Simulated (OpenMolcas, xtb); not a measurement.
How methods differ on CH4Si (SMILES C[SiH])

CH4Si has 6 atoms, charge 0, and is taken as a singlet. SMILES: `C[SiH]`. The shape is that of a PBE0-D4/def2-TZVP optimisation.

Each level gives the vertical energy of the triplet above the singlet (eV). The values are calculated.

| level | kind | program | value (eV) | less CCSD(T)/def2-TZVP | CPU time (all runs) |
| --- | --- | --- | --- | --- | --- |
| GFN0-xTB | semi-empirical | xtb | 1.41 | +0.10 | under 2 s |
| HF/def2-TZVP | Hartree–Fock | OpenMolcas | 0.64 | -0.67 | 24 s |
| SVWN5/def2-TZVP | LDA | OpenMolcas | 1.28 | -0.03 | 55 s |
| BLYP/def2-TZVP | GGA | OpenMolcas | 1.35 | +0.04 | 80 s |
| revPBE/def2-TZVP | GGA | OpenMolcas | 1.11 | -0.20 | 83 s |
| M06-L/def2-TZVP | meta-GGA | OpenMolcas | 1.27 | -0.04 | 1.7 min |
| M06-2X/def2-TZVP | hybrid meta-GGA | OpenMolcas | 1.27 | -0.04 | 1.7 min |
| CCSD(T)/def2-TZVP, open shells restricted | coupled cluster or CI | OpenMolcas | 1.31 | 0.00 | 65 s |

Differences are taken from CCSD(T)/def2-TZVP, open shells restricted for orientation; it has basis-set and higher-order errors of its own. The values span 0.64 to 1.41 eV. The xTB rows lack spin polarisation, so open shells miss the exchange term that lowers them. CPU times are rough (shared hosts, several kinds of processor): they show what a rung costs within a factor of a few.
